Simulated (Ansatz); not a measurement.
# UMP2/aug-cc-pVDZ run of CH3BCl (SMILES C[B]Cl)

What is the vertical ionisation energy of CH3BCl at UMP2/aug-cc-pVDZ? 

Program for the calculation: Ansatz 0.2.0.

70 further runs of the same task are left out: 70 set aside as unsound or not needed.

### Step 1. The structure to begin with

CH3BCl: 6 atoms, total charge 0, spin state doublet. As SMILES, `C[B]Cl`. Geometry: relaxed at PBE0-D4/def2-TZVP.

Bond lengths: C1–B2 1.544 Å, B2–Cl3 1.727 Å, C1–H4 1.099 Å, C1–H5 1.095 Å, C1–H6 1.091 Å. Angles: C1–B2–Cl3 126.1°, B2–C1–H4 106.5°, B2–C1–H5 113.2°, B2–C1–H6 113.0°, H4–C1–H5 107.2°, H4–C1–H6 106.6°, H5–C1–H6 109.9°.

### Step 2. The energy at UMP2/aug-cc-pVDZ

The input, run.yaml:

```yaml
crystal:
  periodic: [false, false, false]
  atoms:
    - symbol: C
      position_ang: [-0.289900, 0.325200, -0.312400]
    - symbol: B
      position_ang: [0.195300, -1.059500, 0.167700]
    - symbol: Cl
      position_ang: [1.467800, -1.355700, 1.297800]
    - symbol: H
      position_ang: [-1.073500, 0.641700, 0.390700]
    - symbol: H
      position_ang: [0.494200, 1.088800, -0.289700]
    - symbol: H
      position_ang: [-0.752000, 0.295400, -1.300400]
basis:
  gaussian:
    orbitals: aug-cc-pVDZ
magnetization:
  spin_polarized: true
  initial_magnetization: 1
correlation:
  method: mp2
  frozen_orbitals: {B: 1, C: 1, Cl: 5, H: 0}
accuracy: high
```

The run is started by

```bash
$ ansatz run run.yaml --threads 1 --pin off --max-ram 3480MiB --events-out events.jsonl --progress --plain --runs-dir runs
```

What it wrote:

```text
Warning: RAYON_NUM_THREADS=1 ignored (pool sized by the plan → 1); use --threads N
Functional definition: HF
  name "HF"
  exchange = exact_x
  correlation = 0
1972 factors; integrals over basis functions are off by at most 3.9e-9 eV
mean field evaluation 1: about -14250.6539 eV, gradient 1.9e1 eV
mean field evaluation 2: about -14250.6549 eV, gradient 1.9e1 eV
mean field evaluation 4: about -14253.1543 eV, gradient 2.4e0 eV
mean field evaluation 8: about -14253.2597 eV, gradient 1.4e-1 eV
mean field -14253.26013586 eV, -523.7976487863 hartree, gradient 2.4e-8 eV, S^2 0.754301; 0 other end points of the search recorded, 0 dependent functions left out
7 core orbitals not correlated: weight in the atoms' cores, before any rotation towards them, 1.000 or more for the frozen orbitals, at most 0.000 for the correlated occupied ones
reference -14253.26013586 eV, -523.7976487863 hartree; 9, 8 occupied and 84, 85 virtual orbitals, 1972 factors
second order -9.73212138 eV of doubles, -0.00000000 eV of singles
Total energy: -14262.99225725 eV, -524.1552976504 hartree
```

Wall time 9 s (1 thread of Intel Xeon Platinum 8259CL at 2.50GHz (Skylake/Cascade Lake), shared host); peak memory 0.32 GiB.

### Step 3. The singlet cation, same level

The input, job.yaml:

```yaml
crystal:
  periodic: [false, false, false]
  atoms:
    - {symbol: C, position_ang: [-0.289900, 0.325200, -0.312400]}
    - {symbol: B, position_ang: [0.195300, -1.059500, 0.167700]}
    - {symbol: Cl, position_ang: [1.467800, -1.355700, 1.297800]}
    - {symbol: H, position_ang: [-1.073500, 0.641700, 0.390700]}
    - {symbol: H, position_ang: [0.494200, 1.088800, -0.289700]}
    - {symbol: H, position_ang: [-0.752000, 0.295400, -1.300400]}
basis:
  gaussian:
    orbitals: aug-cc-pVDZ
total_charge: 1
correlation:
  method: mp2
  frozen_orbitals: {B: 1, C: 1, Cl: 5, H: 0}
accuracy: high
```

The run is started by

```bash
$ ansatz run job.yaml --threads 1 --pin off --max-ram 3480MiB --events-out events.jsonl --progress --plain --runs-dir runs
```

What it wrote:

```text
Warning: RAYON_NUM_THREADS=1 ignored (pool sized by the plan → 1); use --threads N
[... 4 set-up lines as earlier in the session ...]
1971 factors; integrals over basis functions are off by at most 3.9e-9 eV
mean field evaluation 1: about -14242.0095 eV, gradient 3.6e1 eV
mean field evaluation 2: about -14242.0102 eV, gradient 3.6e1 eV
mean field evaluation 4: about -14245.3381 eV, gradient 2.3e0 eV
mean field evaluation 8: about -14245.3668 eV, gradient 2.0e-4 eV
mean field -14245.36676474 eV, -523.5075727479 hartree, gradient 2.4e-8 eV, S^2 0.000000; 0 other end points of the search recorded, 0 dependent functions left out
7 core orbitals not correlated: weight in the atoms' cores, before any rotation towards them, 1.000 or more for the frozen orbitals, at most 0.000 for the correlated occupied ones
reference -14245.36676474 eV, -523.5075727479 hartree; 8, 8 occupied and 85, 85 virtual orbitals, 1971 factors
second order -9.72816263 eV of doubles, -0.00000000 eV of singles
Total energy: -14255.09492737 eV, -523.8650761306 hartree
```

Wall time 7.2 s (1 thread of Intel Xeon Platinum 8259CL at 2.50GHz (Skylake/Cascade Lake), shared host); peak memory 0.27 GiB.

### Step 4. Outcome

Level: UMP2/aug-cc-pVDZ, 7 core orbitals frozen.

```
                                                   quantity          value
                               doublet CH3BCl: total energy  -524.15530 Eh
doublet CH3BCl: correlation energy (7 core orbitals frozen)     -357.6 mEh
          doublet CH3BCl: ⟨S²⟩ of the reference determinant          0.754
                               singlet cation: total energy  -523.86508 Eh
singlet cation: correlation energy (7 core orbitals frozen)     -357.5 mEh
         vertical ionisation energy (to the singlet cation)       7.897 eV
```

Removing an electron at fixed nuclei costs 7.90 eV (182 kcal/mol). Only the singlet of the ionised species was computed; a triplet could lie lower.
